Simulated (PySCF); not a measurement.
Compound: C₄H₃FS.
Geometry (GFN2-xTB, Å), atoms numbered from 1 in this order:
```
atom  x, y, z in Å
F1    -1.675   -1.488    0.376
C2    -0.772   -0.524    0.137
C3     0.620   -0.772    0.134
C4     1.317    0.361   -0.130
S5     0.292    1.719   -0.374
C6    -1.111    0.766   -0.118
H7     1.053   -1.738    0.318
H8     2.379    0.484   -0.198
H9    -2.090    1.198   -0.169
```

Level of theory: TDDFT PBE0/def2-SVPD, vertical, gas phase, core orbitals frozen in the response (PySCF 2.14.0, density-fitted response routines).

Frontier orbitals with the atoms that hold most of them (Löwdin shares over 4%, at most four atoms; ? is withheld):

```csv
orbital,ε (eV),atoms
LUMO+2,0.85,"S5 61%, C4 8%, C6 6%, C3 6%"
LUMO+1,0.24,"S5 66%, C6 9%, C4 8%, C2 4%"
LUMO,-0.68,?
HOMO,?,?
HOMO-1,-7.54,"S5 33%, C3 28%, C4 15%, C6 11%"
HOMO-2,-10.22,"S5 54%, C4 12%, C6 11%, F1 9%"
HOMO-3,-10.84,"F1 29%, C3 17%, C2 14%, S5 12%"
```

Task: Give the leading atoms of the LUMO.

Result: C4 (bonded to C, S and H) 25%; S5 (bonded to 2 C) 22%; C6 (bonded to C, S and H) 18%; C3 (bonded to 2 C and H) 15%. By element: carbon 58% or more, sulfur 22%.

Task: Give the leading atoms of the HOMO.

Result: C6 (bonded to C, S and H) 26%; C2 (bonded to 2 C and F) 21%; C4 (bonded to C, S and H) 20%; S5 (bonded to 2 C) 15%. By element: carbon 67% or more, sulfur 15%.

Task: What is the HOMO energy, and the HOMO–LUMO gap?

Result: ε(HOMO) = -7.09 eV; the gap is 6.41 eV (0.2355 hartree).

Task: The HOMO–LUMO gap is 6.41 eV. Where does the response calculation put the lowest singlet, and from which orbitals?

Result: S1 is at 5.69 eV (f = 0.086), 0.71 eV below the gap, made of HOMO→LUMO (86%). Without the coupling terms of the response equations the lowest excitation would equal the gap.

Task: One configuration dominates each of S1, S2, S3 and S4. Which, and how do the shares of the two leading atoms of either orbital change from the occupied to the empty one?

Result: 
- S1 (5.69 eV, f 0.086), HOMO→LUMO (86%): C6 26% → 18%, C2 21% → at most 15%, C4 20% → 25%, S5 15% → 22%
- S2 (5.90 eV, f 0.0040), HOMO→LUMO+1 (95%): C6 26% → 9%, C2 21% → 4%, S5 15% → 66%
- S3 (6.10 eV, f 0.096), HOMO-1→LUMO (82%): S5 33% → 22%, C3 28% → 15%, C4 15% → 25%
- S4 (6.31 eV, f 0.0007), HOMO-1→LUMO+1 (94%): S5 33% → 66%, C3 28% → at most 5%, C6 11% → 9%

Löwdin shares depend on the basis, the more so with diffuse functions.

Time: 15 s wall. Hardware: an Arm Neoverse V1 with one thread, shared host.
